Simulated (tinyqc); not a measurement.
UHF in the sto-3g basis, for H2F+, spin multiplicity 1, step by step (part 1 of 2). Computed by tinyqc, a small Python program that keeps every step (integrals from PySCF). Settings: charge = 1, multiplicity = 1, basis = sto-3g, energy threshold = 1e-08, iteration cap = 76, orthogonalisation = symmetric, start = core, DIIS depth = 4, method = UHF, break = 0.7. Command: `OMP_NUM_THREADS=1 python tinyqc.py 28869 28870 out.jsonl` (the two numbers bound the seeds that draw the settings). One thread of a shared host (Intel(R) Xeon(R) Processor @ 2.60GHz), about 0.1 s of CPU time with the checks. Later iterations appear only in the table of the cycle.

## One-electron integrals

Geometry (angstrom):
```
atom         x          y         z
F     0.000000   0.000000  0.000000
H     0.000000   1.011000  0.574000
H     0.000000  -1.011000  0.574000
```

Basis sto-3g: exponents (1/bohr^2) and contraction coefficients of normalised primitives:
```
element  l (shell)    exponent  coefficient
F            s (1)  166.679130     0.154329
F            s (1)   30.360812     0.535328
F            s (1)    8.216821     0.444635
F            s (2)    6.464803    -0.099967
F            s (2)    1.502281     0.399513
F            s (2)    0.488588     0.700115
F            p (3)    6.464803     0.155916
F            p (3)    1.502281     0.607684
F            p (3)    0.488588     0.391957
H            s (1)    3.425251     0.154329
H            s (1)    0.623914     0.535328
H            s (1)    0.168855     0.444635
```

Overlap, kinetic and nuclear-attraction integrals over the contracted functions; the nuclear repulsion is the sum of Za Zb / Rab.

nuclear repulsion = 8.45484324 hartree

overlap S, order 1F 1s, 1F 2s, 1F 2px, 1F 2py, 1F 2pz, 2H 1s, 3H 1s:
```
[[1.000000, 0.237990, 0.000000, 0.000000, 0.000000, 0.027499, 0.027499],
 [0.237990, 1.000000, 0.000000, 0.000000, 0.000000, 0.302306, 0.302306],
 [0.000000, 0.000000, 1.000000, 0.000000, 0.000000, 0.000000, 0.000000],
 [0.000000, 0.000000, 0.000000, 1.000000, 0.000000, 0.225854, -0.225854],
 [0.000000, 0.000000, 0.000000, 0.000000, 1.000000, 0.128229, 0.128229],
 [0.027499, 0.302306, 0.000000, 0.225854, 0.128229, 1.000000, 0.114976],
 [0.027499, 0.302306, 0.000000, -0.225854, 0.128229, 0.114976, 1.000000]]
```

kinetic energy T (hartree), order 1F 1s, 1F 2s, 1F 2px, 1F 2py, 1F 2pz, 2H 1s, 3H 1s:
```
[[36.984577, -0.212858, 0.000000, 0.000000, 0.000000, -0.007726, -0.007726],
 [-0.212858, 1.037995, 0.000000, 0.000000, 0.000000, 0.032904, 0.032904],
 [0.000000, 0.000000, 3.248015, 0.000000, 0.000000, 0.000000, 0.000000],
 [0.000000, 0.000000, 0.000000, 3.248015, 0.000000, 0.103892, -0.103892],
 [0.000000, 0.000000, 0.000000, 0.000000, 3.248015, 0.058985, 0.058985],
 [-0.007726, 0.032904, 0.000000, 0.103892, 0.058985, 0.760032, -0.010357],
 [-0.007726, 0.032904, 0.000000, -0.103892, 0.058985, -0.010357, 0.760032]]
```

nuclear attraction V (hartree), order 1F 1s, 1F 2s, 1F 2px, 1F 2py, 1F 2pz, 2H 1s, 3H 1s:
```
[[-77.919928, -9.393462, 0.000000, 0.000000, -0.009250, -1.111594, -1.111594],
 [-9.393462, -12.450588, 0.000000, 0.000000, -0.114763, -2.739319, -2.739319],
 [0.000000, 0.000000, -12.315587, 0.000000, 0.000000, 0.000000, 0.000000],
 [0.000000, 0.000000, 0.000000, -12.411369, 0.000000, -1.754245, 1.754245],
 [-0.009250, -0.114763, 0.000000, 0.000000, -12.346462, -1.020118, -1.020118],
 [-1.111594, -2.739319, 0.000000, -1.754245, -1.020118, -5.518510, -0.744289],
 [-1.111594, -2.739319, 0.000000, 1.754245, -1.020118, -0.744289, -5.518510]]
```

core Hamiltonian H = T + V (hartree), order 1F 1s, 1F 2s, 1F 2px, 1F 2py, 1F 2pz, 2H 1s, 3H 1s:
```
[[-40.935351, -9.606320, 0.000000, 0.000000, -0.009250, -1.119320, -1.119320],
 [-9.606320, -11.412593, 0.000000, 0.000000, -0.114763, -2.706415, -2.706415],
 [0.000000, 0.000000, -9.067572, 0.000000, 0.000000, 0.000000, 0.000000],
 [0.000000, 0.000000, 0.000000, -9.163354, 0.000000, -1.650353, 1.650353],
 [-0.009250, -0.114763, 0.000000, 0.000000, -9.098447, -0.961133, -0.961133],
 [-1.119320, -2.706415, 0.000000, -1.650353, -0.961133, -4.758478, -0.754647],
 [-1.119320, -2.706415, 0.000000, 1.650353, -0.961133, -0.754647, -4.758478]]
```

## Two-electron integrals

Functions are numbered as in S; the eight-fold symmetry (ij|kl) = (ji|kl) = (kl|ij) leaves the list below.

Two-electron integrals (ij|kl) in chemists' order, unique and non-zero (hartree):
```
(11|11) 5.403501    (21|11) 0.841920    (21|21) 0.156299    (22|11) 1.268028
(22|21) 0.292344    (22|22) 0.926167    (31|31) 0.027998    (32|31) 0.043169
(32|32) 0.204588    (33|11) 1.264502    (33|21) 0.292403    (33|22) 0.925959
(33|33) 0.997514    (41|41) 0.027998    (42|41) 0.043169    (42|42) 0.204588
(43|43) 0.053770    (44|11) 1.264502    (44|21) 0.292403    (44|22) 0.925959
(44|33) 0.889973    (44|44) 0.997514    (51|51) 0.027998    (52|51) 0.043169
(52|52) 0.204588    (53|53) 0.053770    (54|54) 0.053770    (55|11) 1.264502
(55|21) 0.292403    (55|22) 0.925959    (55|33) 0.889973    (55|44) 0.889973
(55|55) 0.997514    (61|11) 0.098473    (61|21) 0.018139    (61|22) 0.033755
(61|33) 0.033703    (61|41) 0.000636    (61|42) 0.001201    (61|44) 0.033825
(61|51) 0.000361    (61|52) 0.000682    (61|54) 0.000069    (61|55) 0.033742
(61|61) 0.002126    (62|11) 0.266257    (62|21) 0.062283    (62|22) 0.222179
(62|33) 0.218841    (62|41) 0.003684    (62|42) 0.029572    (62|44) 0.226246
(62|51) 0.002092    (62|52) 0.016789    (62|54) 0.004204    (62|55) 0.221228
(62|61) 0.007343    (62|62) 0.067344    (63|31) 0.006314    (63|32) 0.038196
(63|43) 0.006116    (63|53) 0.003473    (63|63) 0.009681    (64|11) 0.163700
(64|21) 0.038764    (64|22) 0.148043    (64|33) 0.141852    (64|41) 0.008311
(64|42) 0.056735    (64|44) 0.158751    (64|51) 0.001134    (64|52) 0.010526
(64|54) 0.006122    (64|55) 0.143356    (64|61) 0.004747    (64|62) 0.055138
(64|64) 0.054528    (65|11) 0.092942    (65|21) 0.022008    (65|22) 0.084052
(65|33) 0.080537    (65|41) 0.001134    (65|42) 0.010526    (65|44) 0.083186
(65|51) 0.006957    (65|52) 0.044172    (65|54) 0.007620    (65|55) 0.088336
(65|61) 0.002695    (65|62) 0.031305    (65|64) 0.025462    (65|65) 0.024137
(66|11) 0.447593    (66|21) 0.106391    (66|22) 0.438739    (66|33) 0.424731
(66|41) 0.007338    (66|42) 0.084148    (66|44) 0.456186    (66|51) 0.004166
(66|52) 0.047775    (66|54) 0.017859    (66|55) 0.434870    (66|61) 0.012600
(66|62) 0.176301    (66|64) 0.168221    (66|65) 0.095508    (66|66) 0.774606
(71|11) 0.098473    (71|21) 0.018139    (71|22) 0.033755    (71|33) 0.033703
(71|41) -0.000636   (71|42) -0.001201   (71|44) 0.033825    (71|51) 0.000361
(71|52) 0.000682    (71|54) -0.000069   (71|55) 0.033742    (71|61) 0.002096
(71|62) 0.007119    (71|64) 0.004259    (71|65) 0.002616    (71|66) 0.012141
(71|71) 0.002126    (72|11) 0.266257    (72|21) 0.062283    (72|22) 0.222179
(72|33) 0.218841    (72|41) -0.003684   (72|42) -0.029572   (72|44) 0.226246
(72|51) 0.002092    (72|52) 0.016789    (72|54) -0.004204   (72|55) 0.221228
(72|61) 0.007119    (72|62) 0.053070    (72|64) 0.030265    (72|65) 0.023841
(72|66) 0.110535    (72|71) 0.007343    (72|72) 0.067344    (73|31) 0.006314
(73|32) 0.038196    (73|43) -0.006116   (73|53) 0.003473    (73|63) 0.007309
(73|73) 0.009681    (74|11) -0.163700   (74|21) -0.038764   (74|22) -0.148043
(74|33) -0.141852   (74|41) 0.008311    (74|42) 0.056735    (74|44) -0.158751
(74|51) -0.001134   (74|52) -0.010526   (74|54) 0.006122    (74|55) -0.143356
(74|61) -0.004259   (74|62) -0.030265   (74|64) -0.010338   (74|65) -0.013369
(74|66) -0.059083   (74|71) -0.004747   (74|72) -0.055138   (74|74) 0.054528
(75|11) 0.092942    (75|21) 0.022008    (75|22) 0.084052    (75|33) 0.080537
(75|41) -0.001134   (75|42) -0.010526   (75|44) 0.083186    (75|51) 0.006957
(75|52) 0.044172    (75|54) -0.007620   (75|55) 0.088336    (75|61) 0.002616
(75|62) 0.023841    (75|64) 0.013369    (75|65) 0.017897    (75|66) 0.054418
(75|71) 0.002695    (75|72) 0.031305    (75|74) -0.025462   (75|75) 0.024137
(76|11) 0.068593    (76|21) 0.016203    (76|22) 0.063182    (76|33) 0.062087
(76|44) 0.063432    (76|51) 0.000868    (76|52) 0.008512    (76|55) 0.063961
(76|61) 0.001887    (76|62) 0.018943    (76|64) 0.013701    (76|65) 0.010106
(76|66) 0.053555    (76|71) 0.001887    (76|72) 0.018943    (76|74) -0.013701
(76|75) 0.010106    (76|76) 0.006792    (77|11) 0.447593    (77|21) 0.106391
(77|22) 0.438739    (77|33) 0.424731    (77|41) -0.007338   (77|42) -0.084148
(77|44) 0.456186    (77|51) 0.004166    (77|52) 0.047775    (77|54) -0.017859
(77|55) 0.434870    (77|61) 0.012141    (77|62) 0.110535    (77|64) 0.059083
(77|65) 0.054418    (77|66) 0.260896    (77|71) 0.012600    (77|72) 0.176301
(77|74) -0.168221   (77|75) 0.095508    (77|76) 0.053555    (77|77) 0.774606
```

## Orthogonalisation

S = U s U^T; symmetric (Loewdin) form X = U s^(-1/2) U^T, so that X^T S X = 1.

eigenvalues of S: [0.542556, 0.617974, 0.911907, 1.000000, 1.079562, 1.267049, 1.580952]

X, order 1F 1s, 1F 2s, 1F 2px, 1F 2py, 1F 2pz, 2H 1s, 3H 1s:
```
[[1.023277, -0.132046, 0.000000, 0.000000, -0.003561, 0.015071, 0.015071],
 [-0.132046, 1.099186, 0.000000, 0.000000, 0.031874, -0.162789, -0.162789],
 [0.000000, 0.000000, 1.000000, 0.000000, 0.000000, 0.000000, 0.000000],
 [0.000000, 0.000000, 0.000000, 1.046252, 0.000000, -0.133510, 0.133510],
 [-0.003561, 0.031874, 0.000000, 0.000000, 1.013192, -0.067649, -0.067649],
 [0.015071, -0.162789, 0.000000, -0.133510, -0.067649, 1.070567, -0.043651],
 [0.015071, -0.162789, 0.000000, 0.133510, -0.067649, -0.043651, 1.070567]]
```

## Starting guess

The start is the orbitals of the core Hamiltonian, with HOMO and LUMO mixed by +/-0.7 rad for the two spins; D(s) = C_occ C_occ^T for each spin.

D(alpha) at the start, order 1F 1s, 1F 2s, 1F 2px, 1F 2py, 1F 2pz, 2H 1s, 3H 1s:
```
[[1.064145, -0.277782, 0.018831, 0.000000, -0.010876, 0.036101, 0.036101],
 [-0.277782, 1.213800, -0.165328, 0.000000, 0.066801, -0.205082, -0.205082],
 [0.018831, -0.165328, 0.584984, 0.000000, -0.057796, 0.364414, 0.364414],
 [0.000000, 0.000000, 0.000000, 1.081541, 0.000000, -0.113663, 0.113663],
 [-0.010876, 0.066801, -0.057796, 0.000000, 1.028690, -0.092504, -0.092504],
 [0.036101, -0.205082, 0.364414, -0.113663, -0.092504, 0.250545, 0.226654],
 [0.036101, -0.205082, 0.364414, 0.113663, -0.092504, 0.226654, 0.250545]]
```

D(beta) at the start, order 1F 1s, 1F 2s, 1F 2px, 1F 2py, 1F 2pz, 2H 1s, 3H 1s:
```
[[1.064145, -0.277782, -0.018831, 0.000000, -0.010876, 0.036101, 0.036101],
 [-0.277782, 1.213800, 0.165328, 0.000000, 0.066801, -0.205082, -0.205082],
 [-0.018831, 0.165328, 0.584984, 0.000000, 0.057796, -0.364414, -0.364414],
 [0.000000, 0.000000, 0.000000, 1.081541, 0.000000, -0.113663, 0.113663],
 [-0.010876, 0.066801, 0.057796, 0.000000, 1.028690, -0.092504, -0.092504],
 [0.036101, -0.205082, -0.364414, -0.113663, -0.092504, 0.250545, 0.226654],
 [0.036101, -0.205082, -0.364414, 0.113663, -0.092504, 0.226654, 0.250545]]
```

## Iteration 1: building the Fock matrix

J_ij = sum D_kl (ij|kl) with D = D(alpha) + D(beta), K_ij = sum D_kl (ik|jl) for each spin; F = H + J - K(s); E = tr D H + tr D J / 2 - 0.5 sum_s tr D(s) K(s) + E_nn.

Coulomb J (hartree), order 1F 1s, 1F 2s, 1F 2px, 1F 2py, 1F 2pz, 2H 1s, 3H 1s:
```
[[20.343944, 3.876886, 0.000000, 0.000000, 0.005773, 0.450346, 0.450346],
 [3.876886, 9.558972, 0.000000, 0.000000, 0.038777, 2.246780, 2.246780],
 [0.000000, 0.000000, 9.481395, 0.000000, 0.000000, 0.000000, 0.000000],
 [0.000000, 0.000000, 0.000000, 9.591499, 0.000000, 1.485478, -1.485478],
 [0.005773, 0.038777, 0.000000, 0.000000, 9.577644, 0.851414, 0.851414],
 [0.450346, 2.246780, 0.000000, 1.485478, 0.851414, 4.467332, 0.634400],
 [0.450346, 2.246780, 0.000000, -1.485478, 0.851414, 0.634400, 4.467332]]
```

exchange K(alpha) (hartree), order 1F 1s, 1F 2s, 1F 2px, 1F 2py, 1F 2pz, 2H 1s, 3H 1s:
```
[[5.548478, 0.957895, -0.001975, 0.000000, 0.000522, 0.117464, 0.117464],
 [0.957895, 1.544378, 0.006744, 0.000000, 0.006295, 0.330821, 0.330821],
 [-0.001975, 0.006744, 0.924813, 0.000000, 0.006684, 0.136997, 0.136997],
 [0.000000, 0.000000, 0.000000, 1.322613, 0.000000, 0.170865, -0.170865],
 [0.000522, 0.006295, 0.006684, 0.000000, 1.318707, 0.101972, 0.101972],
 [0.117464, 0.330821, 0.136997, 0.170865, 0.101972, 0.259866, 0.111119],
 [0.117464, 0.330821, 0.136997, -0.170865, 0.101972, 0.111119, 0.259866]]
```

exchange K(beta) (hartree), order 1F 1s, 1F 2s, 1F 2px, 1F 2py, 1F 2pz, 2H 1s, 3H 1s:
```
[[5.548478, 0.957895, 0.001975, 0.000000, 0.000522, 0.117464, 0.117464],
 [0.957895, 1.544378, -0.006744, 0.000000, 0.006295, 0.330821, 0.330821],
 [0.001975, -0.006744, 0.924813, 0.000000, -0.006684, -0.136997, -0.136997],
 [0.000000, 0.000000, 0.000000, 1.322613, 0.000000, 0.170865, -0.170865],
 [0.000522, 0.006295, -0.006684, 0.000000, 1.318707, 0.101972, 0.101972],
 [0.117464, 0.330821, -0.136997, 0.170865, 0.101972, 0.259866, 0.111119],
 [0.117464, 0.330821, -0.136997, -0.170865, 0.101972, 0.111119, 0.259866]]
```

F(alpha) (hartree), order 1F 1s, 1F 2s, 1F 2px, 1F 2py, 1F 2pz, 2H 1s, 3H 1s:
```
[[-26.139885, -6.687329, 0.001975, 0.000000, -0.003999, -0.786439, -0.786439],
 [-6.687329, -3.398000, -0.006744, 0.000000, -0.082281, -0.790457, -0.790457],
 [0.001975, -0.006744, -0.510990, 0.000000, -0.006684, -0.136997, -0.136997],
 [0.000000, 0.000000, 0.000000, -0.894468, 0.000000, -0.335741, 0.335741],
 [-0.003999, -0.082281, -0.006684, 0.000000, -0.839510, -0.211691, -0.211691],
 [-0.786439, -0.790457, -0.136997, -0.335741, -0.211691, -0.551012, -0.231365],
 [-0.786439, -0.790457, -0.136997, 0.335741, -0.211691, -0.231365, -0.551012]]
```

F(beta) (hartree), order 1F 1s, 1F 2s, 1F 2px, 1F 2py, 1F 2pz, 2H 1s, 3H 1s:
```
[[-26.139885, -6.687329, -0.001975, 0.000000, -0.003999, -0.786439, -0.786439],
 [-6.687329, -3.398000, 0.006744, 0.000000, -0.082281, -0.790457, -0.790457],
 [-0.001975, 0.006744, -0.510990, 0.000000, 0.006684, 0.136997, 0.136997],
 [0.000000, 0.000000, 0.000000, -0.894468, 0.000000, -0.335741, 0.335741],
 [-0.003999, -0.082281, 0.006684, 0.000000, -0.839510, -0.211691, -0.211691],
 [-0.786439, -0.790457, 0.136997, -0.335741, -0.211691, -0.551012, -0.231365],
 [-0.786439, -0.790457, 0.136997, 0.335741, -0.211691, -0.231365, -0.551012]]
```

total energy of this density = -97.95204511 hartree

## Iteration 1: diagonalisation and new density

Diagonalise F' = X^T F X, C = X C', fill 5 alpha and 5 beta electrons from the bottom; D(s) = C_occ C_occ^T. Each column has its largest component positive (the first on a tie).

F' = X^T F X (alpha) (hartree):
```
[[-25.665642, -3.404119, -0.001195, 0.000000, -0.012707, -0.076214, -0.076214],
 [-3.404119, -2.165548, 0.036717, 0.000000, -0.031009, -0.290611, -0.290611],
 [-0.001195, 0.036717, -0.510990, 0.000000, 0.011541, -0.139105, -0.139105],
 [0.000000, 0.000000, 0.000000, -0.802926, 0.000000, -0.230865, 0.230865],
 [-0.012707, -0.031009, 0.011541, 0.000000, -0.812419, -0.123474, -0.123474],
 [-0.076214, -0.290611, -0.139105, -0.230865, -0.123474, -0.326469, -0.097523],
 [-0.076214, -0.290611, -0.139105, 0.230865, -0.123474, -0.097523, -0.326469]]
```

orbital energies (alpha) (hartree): [-26.149878, -1.800503, -0.950632, -0.860086, -0.611753, -0.156371, -0.081239]

coefficients C (alpha), order 1F 1s, 1F 2s, 1F 2px, 1F 2py, 1F 2pz, 2H 1s, 3H 1s:
```
[[0.994652, -0.258526, 0.000000, 0.045676, 0.037764, 0.072940, 0.000000],
 [0.022395, 0.994757, 0.000000, -0.219962, -0.224748, -0.436719, 0.000000],
 [-0.000106, 0.015546, 0.000000, 0.150742, 0.861824, -0.484039, 0.000000],
 [0.000000, 0.000000, 0.875415, 0.000000, 0.000000, 0.000000, -0.603275],
 [0.001067, 0.082415, 0.000000, 0.909251, -0.331868, -0.305076, 0.000000],
 [-0.003373, 0.044809, 0.203107, 0.175621, 0.330839, 0.645186, 0.772861],
 [-0.003373, 0.044809, -0.203107, 0.175621, 0.330839, 0.645186, -0.772861]]
```

F' = X^T F X (beta) (hartree):
```
[[-25.665642, -3.404119, 0.001195, 0.000000, -0.012707, -0.076214, -0.076214],
 [-3.404119, -2.165548, -0.036717, 0.000000, -0.031009, -0.290611, -0.290611],
 [0.001195, -0.036717, -0.510990, 0.000000, -0.011541, 0.139105, 0.139105],
 [0.000000, 0.000000, 0.000000, -0.802926, 0.000000, -0.230865, 0.230865],
 [-0.012707, -0.031009, -0.011541, 0.000000, -0.812419, -0.123474, -0.123474],
 [-0.076214, -0.290611, 0.139105, -0.230865, -0.123474, -0.326469, -0.097523],
 [-0.076214, -0.290611, 0.139105, 0.230865, -0.123474, -0.097523, -0.326469]]
```

orbital energies (beta) (hartree): [-26.149878, -1.800503, -0.950632, -0.860086, -0.611753, -0.156371, -0.081239]

coefficients C (beta), order 1F 1s, 1F 2s, 1F 2px, 1F 2py, 1F 2pz, 2H 1s, 3H 1s:
```
[[0.994652, -0.258526, 0.000000, 0.045676, -0.037764, 0.072940, 0.000000],
 [0.022395, 0.994757, 0.000000, -0.219962, 0.224748, -0.436719, 0.000000],
 [0.000106, -0.015546, 0.000000, -0.150742, 0.861824, 0.484039, 0.000000],
 [0.000000, 0.000000, 0.875415, 0.000000, 0.000000, 0.000000, -0.603275],
 [0.001067, 0.082415, 0.000000, 0.909251, 0.331868, -0.305076, 0.000000],
 [-0.003373, 0.044809, 0.203107, 0.175621, -0.330839, 0.645186, 0.772861],
 [-0.003373, 0.044809, -0.203107, 0.175621, -0.330839, 0.645186, -0.772861]]
```

D(alpha) after iteration 1, order 1F 1s, 1F 2s, 1F 2px, 1F 2py, 1F 2pz, 2H 1s, 3H 1s:
```
[[1.059679, -0.253429, 0.035306, 0.000000, 0.008753, 0.005576, 0.005576],
 [-0.253429, 1.088938, -0.211389, 0.000000, -0.043407, -0.068487, -0.068487],
 [0.035306, -0.211389, 0.765706, 0.000000, -0.147669, 0.312295, 0.312295],
 [0.000000, 0.000000, 0.000000, 0.766352, 0.000000, 0.177803, -0.177803],
 [0.008753, -0.043407, -0.147669, 0.000000, 0.943667, 0.053578, 0.053578],
 [0.005576, -0.068487, 0.312295, 0.177803, 0.053578, 0.183569, 0.101064],
 [0.005576, -0.068487, 0.312295, -0.177803, 0.053578, 0.101064, 0.183569]]
```

D(beta) after iteration 1, order 1F 1s, 1F 2s, 1F 2px, 1F 2py, 1F 2pz, 2H 1s, 3H 1s:
```
[[1.059679, -0.253429, -0.035306, 0.000000, 0.008753, 0.005576, 0.005576],
 [-0.253429, 1.088938, 0.211389, 0.000000, -0.043407, -0.068487, -0.068487],
 [-0.035306, 0.211389, 0.765706, 0.000000, 0.147669, -0.312295, -0.312295],
 [0.000000, 0.000000, 0.000000, 0.766352, 0.000000, 0.177803, -0.177803],
 [0.008753, -0.043407, 0.147669, 0.000000, 0.943667, 0.053578, 0.053578],
 [0.005576, -0.068487, -0.312295, 0.177803, 0.053578, 0.183569, 0.101064],
 [0.005576, -0.068487, -0.312295, -0.177803, 0.053578, 0.101064, 0.183569]]
```
